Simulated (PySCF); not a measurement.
Species: C₂H₄OS₂.
Geometry (PBE0-D3(BJ)/def2-SVP, Å), atoms numbered from 1 in this order:
```xyz
9
C2H4OS2 angstrom
C     -0.7712    0.3269   -0.9336
S      0.8829    0.5102   -0.2077
O      0.9479    1.8264    0.4984
C      0.7381   -0.7925    1.0421
S      0.2719   -2.3120    0.8045
H     -0.9089   -0.7196   -1.2378
H     -1.5039    0.6337   -0.1748
H     -0.8052    1.0003   -1.7996
H      1.1466   -0.4021    1.9918
```

The closed-shell ground state was solved at several levels (PySCF, density fitting, gas phase, non-relativistic).

```tsv
level	basis functions	HOMO (eV)	LUMO (eV)	gap (eV)	dipole (D)
LDA/pcSseg-2	250	-5.86	-4.26	1.60	2.39
BHandHLYP/pcSseg-2	250	-8.13	-2.26	5.87	2.74
PBE0/pcSseg-2	250	-6.96	-3.25	3.71	2.51
HF/pcSseg-2	250	-9.90	0.30	10.20	2.84
CAM-B3LYP/pcSseg-2	250	-8.29	-2.15	6.14	2.68
PBE0/IGLO-III	233	-6.87	-3.12	3.75	2.50
B3LYP/pcSseg-2	250	-6.75	-3.43	3.32	2.54
PBE0/aug-cc-pVDZ	159	-6.91	-3.21	3.70	2.44
```

Task: Estimate the row for PBE0/def2-SVP, a basis of 98 functions; the other rows only guide the guess.

Result: HOMO -6.67 eV, LUMO -3.04 eV, gap 3.63 eV, dipole 2.39 D.

Task: Over all these levels, which gives the widest orbital gap and which the narrowest?

Result: HF/pcSseg-2 (Hartree–Fock, all exact exchange) has the widest, 10.20 eV, and LDA/pcSseg-2 (LDA) the narrowest, 1.60 eV. The two share the basis. From the narrowest to the widest the HOMO moves by -4.04 eV and the LUMO by +4.56 eV. The HOMO need not be the same orbital at Hartree–Fock and at DFT levels.

Task: How much does the basis alone move the frontier levels among the 4 PBE0 rows (the withheld one included)?

Result: The HOMO by 0.29 eV and the LUMO by 0.21 eV. By rising basis size (HOMO, LUMO in eV): def2-SVP -6.67, -3.04; aug-cc-pVDZ -6.91, -3.21; IGLO-III -6.87, -3.12; pcSseg-2 -6.96, -3.25.

Task: In the pcSseg-2 basis, how does the gap go with the fixed share of exact exchange?

Result: LDA (0 %) 1.60 eV; B3LYP (20 %) 3.32 eV; PBE0 (25 %) 3.71 eV; BHandHLYP (50 %) 5.87 eV; HF (100 %) 10.20 eV. Each rise in the share widens the gap here.

Task: How far do the dipole and the HOMO energy spread over the levels?

Result: The dipole runs from 2.39 to 2.84 D (mean 2.56 D) and the HOMO from -9.90 to -5.86 eV.

One conformer stands for the species.
